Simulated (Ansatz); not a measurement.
Input file:

```yaml
crystal:
  periodic: [false, false, false]
  atoms:
    - {symbol: C, position_ang: [-0.008466, -0.715106, 0.000000]}
    - {symbol: C, position_ang: [-0.008466, 0.773984, 0.000000]}
    - {symbol: H, position_ang: [1.011994, -1.124531, 0.000000]}
    - {symbol: H, position_ang: [-0.511144, -1.114102, 0.884839]}
    - {symbol: H, position_ang: [-0.511144, -1.114102, -0.884839]}
    - {symbol: H, position_ang: [0.106030, 1.325576, 0.923705]}
    - {symbol: H, position_ang: [0.106030, 1.325576, -0.923705]}
basis:
  gaussian: {orbitals: 6-31G}
magnetization: {spin_polarized: true, initial_magnetization: 1}
hamiltonian: {xc: {name: PBE0}}
output: {orbitals: {seedname: orbitals}}
```

```sh
$ ansatz run in.yaml --threads 1 --pin off --events-out ev --progress --plain --max-ram 3956MiB --backend cpu
```

The program prints:

```
414 factors; integrals over basis functions are off by at most 2.6e-4 eV
mean field evaluation 1: about -2147.5510 eV, gradient 2.4e1 eV
mean field evaluation 2: about -2147.5761 eV, gradient 2.4e1 eV
mean field evaluation 4: about -2150.4780 eV, gradient 6.9e-1 eV
mean field evaluation 8: about -2150.6284 eV, gradient 3.3e-2 eV
mean field evaluation 16: about -2150.6285 eV, gradient 8.5e-6 eV
mean field -2150.62847256 eV, -79.0341386183 hartree, gradient 9.1e-6 eV, S^2 0.754226; 0 other end points of the search recorded, 0 dependent functions left out
reference -2150.62848487 eV, -79.0341390708 hartree; 9, 8 occupied and 19, 20 virtual orbitals, 414 factors
Total energy: -2150.62848487 eV, -79.0341390708 hartree
```

Ran on 1 thread of AMD EPYC 7R13, shared host: 0.72 s wall, 0.12 GiB peak host memory.
